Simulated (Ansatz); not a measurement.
The input, for Ansatz 0.2.0:

```yaml
crystal:
  periodic: [false, false, false]
  atoms:
    - {symbol: B, position_ang: [0.000000, -0.061569, 1.443944]}
    - {symbol: Al, position_ang: [0.000000, -0.061569, -0.796507]}
    - {symbol: H, position_ang: [0.000000, 3.375085, 3.723589]}
    - {symbol: H, position_ang: [0.000000, -1.066549, 2.110580]}
basis:
  gaussian: {orbitals: x2c-TZVPPall}
correlation: {active_space: {ras: {orbitals: [4, 0, 91], electrons: 8, max_holes: 2, max_particles: 2}, fixed_orbitals: true}}
output: {forces: true}
```

```sh
$ ansatz run in.yaml --threads 1 --pin off --events-out ev --progress --plain --max-ram 2393MiB
```

The program prints:

```
581 factors; integrals over basis functions are off by at most 1.2e-3 eV
mean field evaluation 1: about -7286.5050 eV, gradient 1.5e1 eV
mean field evaluation 2: about -7286.5051 eV, gradient 1.5e1 eV
mean field evaluation 4: about -7288.2717 eV, gradient 9.4e0 eV
mean field evaluation 8: about -7289.5459 eV, gradient 6.3e-1 eV
mean field evaluation 16: about -7277.0185 eV, gradient 1.6e1 eV
mean field evaluation 32: about -7289.2842 eV, gradient 5.2e0 eV
mean field -7289.55781794 eV, -267.8863087695 hartree, gradient 6.8e-6 eV, S^2 0.000000; 4 other end points of the search recorded, 0 dependent functions left out
reference -7289.55781794 eV, -267.8863087695 hartree; 10, 10 occupied and 91, 91 virtual orbitals, 581 factors
Error: with the densities for the forces the run needs 6.28 GiB of the host's memory, and 2.33 GiB are given
refused for memory
```

The run gave no result to rely on (out of memory).

Ran on 1 thread of Arm Neoverse V1, shared host: 1.2 s wall, 0.18 GiB peak host memory.
